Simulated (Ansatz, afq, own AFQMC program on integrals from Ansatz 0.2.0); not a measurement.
**GeH4⁺, doublet: AFQMC among the cluster methods**

```xyz
5

Ge    0.0000    0.0000    0.0000
H     0.7157    1.3183    1.3166
H    -0.7266   -1.3129    1.3160
H    -0.7130    1.3143   -1.3219
H     0.7239   -1.3197   -1.3106
```

Basis 6-31G. Only valence electrons are correlated. Ansatz 0.2.0 and our own AFQMC program on the same integrals; the CISD trial comes from CCSD amplitudes, and released means the phaseless constraint is let go. ± is one standard error of the sampling. No spin–orbit coupling.

Determinant: ROHF, the one that the program's search chose, which needn't be the lowest solution. The geometry is a point of a scan.

Full CI on the same integrals is exact in this basis and with this determinant's frozen core.

Cautions: no relativity below Rb; no spin-orbit coupling; inner d shell frozen; a spin-contaminated unrestricted determinant lies lower (UHF 658 meV lower, ⟨S²⟩ 1.26); the search met a lower determinant of the same kind, perhaps of another symmetry (124 meV lower); the released energies have errors that jump between times, so the bars are unsure, so no released level is given (meV from the phaseless value at times in 1/Eh: 28 ± 34 at 0.24, -13 ± 3 at 0.51, -22 ± 3 at 0.99, -41 ± 9 at 1.62, -41 ± 3 at 2.40); the ph-AFQMC/CISD walk drifts between its halves (2.4 errors).

```
T1 diagnostic                               : 0.0368
weight of the determinant in the CISD state : 0.814
size of the correlated space                : 7 electrons in 23 orbitals
```

Reference: full CI, correlation energy -3.819 eV.

| level | E − E(reference) (meV) | share of correlation (%) |
| --- | --- | --- |
| HF | 3819.2 | 0.00 |
| MP2 | 1485.0 | 61.12 |
| CCSD | 194.6 | 94.90 |
| CCSD(T) | 61.6 | 98.39 |
| CCSDT | 6.7 | 99.82 |
| CCSDT(Q) | 1.9 | 99.95 |
| CCSDTQ | 0.0 | 100.00 |
| ph-AFQMC/HF | 495.4 ± 26.4 | 87.03 |
| ph-AFQMC/CISD | 62.4 ± 3.7 | 98.37 |

CCSDT and higher add their correlation energy to the determinant of the CCSD(T) run, since their own runs factorise the integrals more tightly (a shift of under 2 meV). A walk keeps the symmetry of its determinant, which the program's search chose and which needn't be the lowest solution, so a lower state of the same spin and another symmetry isn't excluded.
